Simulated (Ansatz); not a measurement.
in.yaml

```yaml
crystal:
  periodic: [false, false, false]
  atoms:
    - {symbol: Ge, position_ang: [0.000000, 0.000000, 0.413167]}
    - {symbol: Mg, position_ang: [0.000000, 0.000000, -2.081333]}
    - {symbol: H, position_ang: [0.000000, 0.000000, 1.668167]}
basis:
  gaussian: {orbitals: 6-31G}
magnetization: {spin_polarized: false, initial_magnetization: 3}
correlation: {method: bccd_t, electrons: outside_noble_gas}
```

```sh
$ ansatz run in.yaml --threads 1 --pin off --events-out ev --progress --plain --max-ram 2393MiB
```

Log:

```
414 factors; integrals over basis functions are off by at most 7.0e-4 eV
mean field evaluation 1: about -61908.3542 eV, gradient 6.8e0 eV
mean field evaluation 2: about -61908.3919 eV, gradient 6.8e0 eV
mean field evaluation 4: about -61909.1157 eV, gradient 1.1e0 eV
mean field evaluation 8: about -61909.1401 eV, gradient 1.1e-1 eV
mean field evaluation 16: about -61909.0578 eV, gradient 1.1e0 eV
mean field evaluation 32: about -61906.0563 eV, gradient 5.6e-2 eV
mean field evaluation 64: about -61905.7364 eV, gradient 4.2e-2 eV
mean field -61909.14039035 eV, -2275.1189458227 hartree, gradient 6.2e-6 eV, S^2 3.750000; 1 other end points of the search recorded, 0 dependent functions left out
determinant -61909.14039035 eV, -2275.1189458227 hartree, with singles and doubles -61910.61257745 eV, -2275.1730477007 hartree
determinant -61906.05616357 eV, -2275.0056025793 hartree, with singles and doubles -61907.29954240 eV, -2275.0512959083 hartree
19 core orbitals not correlated: weight in the atoms' cores, before any rotation towards them, 0.994 or more for the frozen orbitals, at most 0.003 for the correlated occupied ones
reference -61909.14039035 eV, -2275.1189458227 hartree; 5, 2 occupied and 20, 23 virtual orbitals, 414 factors
second order -1.00043952 eV of doubles, -0.06860975 eV of singles
cycle   1  -1.47670364 eV  change   -1.0e-1 eV  update   1.8e-2
cycle   2  -1.47854310 eV  change   -1.8e-3 eV  update   5.8e-3
cycle   3  -1.47974765 eV  change   -1.2e-3 eV  update   2.4e-3
cycle   4  -1.48002058 eV  change   -2.7e-4 eV  update   9.4e-4
cycle   5  -1.48018287 eV  change   -1.6e-4 eV  update   4.2e-4
cycle   6  -1.48021759 eV  change   -3.5e-5 eV  update   1.6e-4
cycle   7  -1.48022727 eV  change   -9.7e-6 eV  update   6.3e-5
cycle   8  -1.48023151 eV  change   -4.2e-6 eV  update   2.5e-5
cycle   9  -1.48023402 eV  change   -2.5e-6 eV  update   9.9e-6
cycle  10  -1.48023486 eV  change   -8.4e-7 eV  update   4.0e-6
perturbative correction -0.03449806 eV, -0.0012677805 hartree
Total energy: -61910.65512327 eV, -2275.1746112309 hartree
```

For the same geometry and basis full CI lies 15.3 meV lower.

Ran on 1 thread of Arm Neoverse V1, shared host: 1.5 s wall, 0.09 GiB peak host memory.
